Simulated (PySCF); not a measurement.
# C5H6S: the cost of one run

Programs: PySCF 2.14.0, with density-fitted response routines of our own. Each step states its level of theory. These are calculated values for one molecule, in the gas phase or a continuum, unless marked as measured. Atoms count from 0, in the outputs and in this text.

**1. Starting geometry**

12 atoms, charge 0, multiplicity 1; geometry from: GFN2-xTB. The atoms were then displaced at random by about 0.01 Å, so the start is not that level's minimum.

Bonds of the start (Å): C0–C1 1.46, C1–C2 1.35, C2–C3 1.47, C3–C4 1.34, C4–S5 1.73, S5–C1 1.75, C0–H6 1.10, C0–H7 1.12, C0–H8 1.06, C2–H9 1.07, C3–H10 1.05, C4–H11 1.08.

**2. Relaxing the molecule at PBE0-D3(BJ)/def2-TZVP**

Job settings and geometry (Å):

```
{"job": {"xc": "PBE0", "basis": "def2-TZVP", "d3": "d3bj", "grid": 2, "shake": 0.01, "kind": "geom"}, "charge": 0, "multiplicity": 1}
C     -1.969580     0.166050     0.016860
C     -0.508930     0.156220     0.021300
C      0.305720    -0.899380    -0.182180
C      1.730810    -0.555640    -0.095280
C      1.890100     0.750130     0.156740
S      0.401930     1.616100     0.315110
H     -2.366210     0.533170     0.972570
H     -2.340390     0.878690    -0.759990
H     -2.382590    -0.798110    -0.167380
H     -0.029610    -1.895870    -0.363190
H      2.486880    -1.270000    -0.211590
H      2.821560     1.290370     0.287990
```

The run is started by

```sh
$ OMP_NUM_THREADS=1 python probes_run.py task.json out
```

The driver reads the jobs from task.json and runs them one after another.

Q: Estimate the wall time and peak memory of this first job on 1 thread of Intel Xeon Platinum 8488C, shared host.

About 3 min, with a peak of 1.1 GiB.
